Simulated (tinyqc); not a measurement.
Starting guesses with DIIS over 6 matrices: SCF starting guesses in the sto-6g basis, for CH3, spin multiplicity 2. Computed by the program tinyqc with PySCF. UHF with one setting changed at a time; a run stops when the energy changes by less than 1e-09 hartree and the error matrix is below 1e-5. Starts: the lowest orbitals of the core Hamiltonian, of the Wolfsberg-Helmholz matrix (K = 1.75), projected atomic densities, random orbitals, and the highest orbitals of the core Hamiltonian (a deliberately bad start).

Geometry (angstrom):
```
atom        x        y       z
C      0.0000   0.0000  0.1160
H      1.3240   0.0000  0.0000
H     -0.6620   1.1470  0.0000
H     -0.6620  -1.1470  0.0000
```

lowest solution found by these runs and by PySCF with stability checks = -39.346994 hartree

Largest element of the error matrix X^T (FDS - SDF) X:
```
iteration     core  Wolfsberg-Helmholz  atomic densities   random  highest core orbitals
1          3.1e-01             2.4e-01           2.9e-01  3.7e+00                1.0e-01
2          1.6e-01             6.4e-02           3.8e-02  2.1e-01                3.3e-01
3          2.9e-02             1.8e-02           1.7e-02  8.4e-02                3.4e-01
4          6.8e-03             6.9e-03           7.5e-03  5.5e-02                3.3e-01
5          4.2e-03             4.3e-03           5.0e-03  2.5e-02                3.3e-01
6          2.0e-03             6.9e-04           9.1e-04  5.2e-03                3.3e-01
8          1.0e-04             9.0e-05           5.4e-05  1.2e-03                1.1e-01
10         2.0e-06             4.7e-07           5.2e-07  1.2e-04                5.5e-02
14               -                   -                 -        -                1.3e-03
20               -                   -                 -        -                4.1e-06
```

How each run ends:
```
run                    iterations  E (hartree)         state
core                           10   -39.346994  lowest found
Wolfsberg-Helmholz             11   -39.346994  lowest found
atomic densities               11   -39.346994  lowest found
random                         13   -39.346994  lowest found
highest core orbitals          21   -39.346994  lowest found
```

What does the comparison show, and why?

5 of 5 runs reach the lowest solution found, in 10 to 21 iterations (fastest: core). The first errors are 3e-01, 2e-01, 3e-01, 4e+00, 1e-01; the deliberately bad start has the smallest one, so a small first error does not mark a good start.
